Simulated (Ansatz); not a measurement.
in.yaml

```yaml
crystal:
  periodic: [false, false, false]
  atoms:
    - {symbol: O, position_ang: [0.000000, 0.000000, 0.000000]}
    - {symbol: H, position_ang: [0.000000, 0.000000, 1.427000]}
basis:
  gaussian: {orbitals: STO-3G}
total_charge: 1
magnetization: {spin_polarized: false}
hamiltonian: {xc: hf}
scf: {lower_state_search: light}
output: {forces: true, orbitals: {seedname: orbitals}}
```

```sh
$ ansatz run in.yaml --threads 1 --pin off --events-out ev --progress --plain --max-ram 2393MiB
```

The program prints:

```
76 factors; integrals over basis functions are off by at most 2.6e-6 eV
mean field evaluation 1: about -2009.1204 eV, gradient 8.2e0 eV
mean field evaluation 2: about -2009.1160 eV, gradient 8.1e0 eV
mean field evaluation 4: about -2009.5940 eV, gradient 5.5e-2 eV
mean field evaluation 8: about -2009.5927 eV, gradient 1.9e-5 eV
mean field -2009.59270383 eV, -73.8511697149 hartree, gradient 1.9e-5 eV, S^2 0.000000; 0 other end points of the search recorded, 0 dependent functions left out
the calculation of the forces begins
reference -2009.59270383 eV, -73.8511697149 hartree; 4, 4 occupied and 2, 2 virtual orbitals, 76 factors
Total energy: -2009.59270383 eV, -73.8511697149 hartree
Atom 0 at     0.000000     0.000000     0.000000 Å, force    -0.000000    -0.000000     5.826027 eV/Å
Atom 1 at     0.000000     0.000000     1.427000 Å, force     0.000000     0.000000    -5.826027 eV/Å
Dipole moment:    -0.000000    -0.000000     0.689543 e Å
```

Forces (eV/Å):
```
O    0.000  0.000  5.826
H    0.000  0.000 -5.826
```

Ran on 1 thread of Arm Neoverse V1, shared host: 0.06 s wall, 0.15 GiB peak host memory.
